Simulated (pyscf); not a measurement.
Structures and frequencies: ωB97X-D3(BJ)/def2-SVP in PySCF.

Estimate the classical barrier height and the reaction energy of H₂N–Si(F)(F)–F + H atom (H•) -> F–Si•(F)–F + ammonia (NH₃) at B3LYP-D3(BJ)/def2-TZVP. The step runs on the doublet surface, breaks N–Si and forms H–N; take the separated reactants as zero.

ΔE‡ = 16.2 kcal/mol, ΔE = +5.6 kcal/mol. ωB97M-D3(BJ)/def2-TZVP gives 22.8 kcal/mol and +10.1 kcal/mol. Zero-point energy shifts the barrier by +2.6 kcal/mol. It is a substitution at N, with an imaginary mode of 1779i cm⁻¹. On the product side the descent ends in an adduct with a N–Si contact, 14.0 kcal/mol under the separated species and 28.5 kcal/mol under the saddle at ωB97X-D3(BJ)/def2-TZVP. What is counted as broken (N–Si) persists as a longer contact in the product adduct; parting that adduct is a step of its own. At ωB97X-D3(BJ) the barrier from the zero used here is 25.2 kcal/mol. Abstraction by the radical was not located in this set and often lies lower. One saddle was located; it need not be the lowest between these sides. The angle at the attacked N is 130°.
